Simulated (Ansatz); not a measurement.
## Down a group: bond dissociation energies of H3Si–F, H₃Si–Cl, H₃Si–Br

Ansatz 0.2.0, basis cc-pVDZ; geometries are PBE0/def2-TZVP minima. Wave-function levels freeze the cores with the filled d shells of p-block atoms; HF, MP2 and coupled cluster are restricted for singlets and unrestricted otherwise, atoms included, restricted open-shell where a d shell is frozen. The reference is CCSDT(Q) (coupled cluster only where its series has nearly closed). An error is the level's value less the reference. None of these values is a measured one. Energies are electronic, without zero-point terms. No spin–orbit coupling and no scalar relativity. The set is small: it underbinds, by tens of kJ/mol for each bond, so near ties and functionals' places can change in larger sets. The species are chosen: bound, without strong static correlation by their natural occupations or amplitudes, in their lowest spin state as far as vertical gaps and like structures tell, and with a ladder that closes on the reference, so errors are smaller than for species at large; levels whose determinant breaks symmetry or spin markedly are left out.

```
         species                                       bonds (Å)                                   quantity  symmetry of the states  reference  value (kcal/mol)  error CCSD  error CCSD(T)  error CCSDT
 H3Si–F, singlet   F–Si 1.600, Si–H 1.482, angles at Si 108/111°    Si–F bond energy, to SiH3 (doublet) + F                       –   CCSDT(Q)             130.8        -1.2           -0.1         -0.2
H3Si–Cl, singlet  Si–Cl 2.054, Si–H 1.481, angles at Si 109/110°  Si–Cl bond energy, to SiH3 (doublet) + Cl                       –   CCSDT(Q)              96.8        -1.2            0.0         -0.1
H3Si–Br, singlet  Si–Br 2.220, Si–H 1.481, angles at Si 108/111°  Si–Br bond energy, to SiH3 (doublet) + Br                       –   CCSDT(Q)              85.3        -1.2           -0.1         -0.1
```

The reference falls from F to Br, by 45.5 kcal/mol in all.
